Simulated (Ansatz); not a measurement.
This script for a test of scalar relativity of H₃PS, SMILES PS with Ansatz 0.2.0, Python API holds a mistake.

`x2c_h3ps.py`:
```python
"""Scalar relativity in H3PS."""

import warnings

import ansatz as az
import numpy as np

GEOMETRY = """
P    -0.60810   -0.47770    0.37610
S     0.41070    1.19100   -0.44000
H     0.31760   -1.41920    0.23400
H    -1.26830   -0.81410   -0.81400
H    -0.50810   -0.47770    0.37610
"""

warnings.simplefilter("ignore", az.DeckWarning)

molecule = az.Crystal.molecule()
for line in GEOMETRY.strip().splitlines():
    symbol, *xyz = line.split()
    molecule = molecule.atom(symbol, [float(v) for v in xyz])

setup = molecule.calculation().functional("hf").forces()
# a set contracted for a scalar-relativistic Hamiltonian goes with the relativistic run
sets = {"none": "cc-pVTZ", "scalar": "cc-pVTZ-DK"}
found = {kind: setup.basis(gaussian=basis).pseudopotentials(relativity=kind).run(threads=1, pin="off").report for kind, basis in sets.items()}
for kind, each in found.items():
    dipole = 4.803205 * np.linalg.norm(each["charge_distribution"]["dipole_moment_e_ang"])
    print(f"{kind:7s} E = {each['free_energy_ev']:.4f} eV  dipole {dipole:.3f} D  largest force component {np.abs(each['forces_ev_ang']).max():.4f} eV/A")
print(f"relativity lowers the total energy by {found['none']['free_energy_ev'] - found['scalar']['free_energy_ev']:.3f} eV")
```

`python x2c_h3ps.py` gives:
```text
none    E = -18905.2850 eV  dipole 4.417 D  largest force component 18202.4751 eV/A
scalar  E = -18958.0750 eV  dipole 4.390 D  largest force component 18191.9140 eV/A
relativity lowers the total energy by 52.790 eV
```

No error stopped it. What is wrong with the input all the same?

The fault: two atoms almost overlap. Mended:

`x2c_h3ps.py`:
```python
"""Scalar relativity in H3PS."""

import warnings

import ansatz as az
import numpy as np

GEOMETRY = """
P    -0.60810   -0.47770    0.37610
S     0.41070    1.19100   -0.44000
H     0.31760   -1.41920    0.23400
H    -1.26830   -0.81410   -0.81400
H     1.19800    1.44640    0.60240
"""

warnings.simplefilter("ignore", az.DeckWarning)

molecule = az.Crystal.molecule()
for line in GEOMETRY.strip().splitlines():
    symbol, *xyz = line.split()
    molecule = molecule.atom(symbol, [float(v) for v in xyz])

setup = molecule.calculation().functional("hf").forces()
# a set contracted for a scalar-relativistic Hamiltonian goes with the relativistic run
sets = {"none": "cc-pVTZ", "scalar": "cc-pVTZ-DK"}
found = {kind: setup.basis(gaussian=basis).pseudopotentials(relativity=kind).run(threads=1, pin="off").report for kind, basis in sets.items()}
for kind, each in found.items():
    dipole = 4.803205 * np.linalg.norm(each["charge_distribution"]["dipole_moment_e_ang"])
    print(f"{kind:7s} E = {each['free_energy_ev']:.4f} eV  dipole {dipole:.3f} D  largest force component {np.abs(each['forces_ev_ang']).max():.4f} eV/A")
print(f"relativity lowers the total energy by {found['none']['free_energy_ev'] - found['scalar']['free_energy_ev']:.3f} eV")
```

After the fix:

```console
$ python x2c_h3ps.py
none    E = -20137.6998 eV  dipole 1.064 D  largest force component 1.6730 eV/A
scalar  E = -20189.2670 eV  dipole 1.057 D  largest force component 1.6743 eV/A
relativity lowers the total energy by 51.567 eV
```

Total energies depend on the basis set; only differences at equal settings carry meaning. The geometry is a force-field or estimated start, not a minimum of this method. The basis set changes with the Hamiltonian (a set recontracted for scalar relativity), and most of the change in the total lies in the cores. It ran for 3.3 s on 1 thread of Arm Neoverse V1, with other jobs on the host, peak memory 0.24 GiB.
